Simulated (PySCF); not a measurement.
Input of a run (PBE0-D3(BJ)/def2-SVP geometry optimisation, gas phase (PySCF 2.14.0)), started from GFN2-xTB:
```
{"job": {"xc": "PBE0", "basis": "def2-SVP", "d3": "d3bj", "grid": 1, "shake": 0.01, "kind": "geom"}, "charge": 0, "multiplicity": 1}
Si     0.022140    -0.025040     0.000850
H     -0.337790     1.232070    -0.708620
H     -0.708110    -1.122940    -0.645300
H      1.477640    -0.217890    -0.066220
H     -0.420310     0.099820     1.381390
```

Output (energies in Eh, forces in Eh/bohr):
```
step   0  E = -291.65316555  max force = 0.014489
step   1  E = -291.65431721  max force = 0.000680
step   2  E = -291.65432217  max force = 0.000254
optimisation converged
```

Task: Summarise the run.

Result: The energy falls by 0.031 eV over 3 energy and gradient evaluations, the largest force component goes from 0.0145 to 2.5e-04 Eh/bohr, and the atoms move by 0.029 Å rms after alignment. The bond that changes most is Si1–H5 (four-coordinate silicon to Si–H hydrogen), which lengthens by 0.038 Å. Bonds longer at the end by more than 0.005 Å: 4 of 4; shorter: 0. Among the angles that change most is H3–Si1–H4, from 112.0° to 109.4°. The energy never rose by more than 1e-6 Eh on the way. The first step brought 100 % of the lowering.

Task: What are the final bond lengths?

Result: Si1–H2 1.493 Å, Si1–H3 1.493 Å, Si1–H4 1.493 Å, Si1–H5 1.493 Å. Numbering counts from 1 in the input's order; the species is `[SiH4]`.

The run used 38 basis functions and 15 SCF cycles in all.

PBE0-D3(BJ)/def2-SVP frequencies: not computed here.
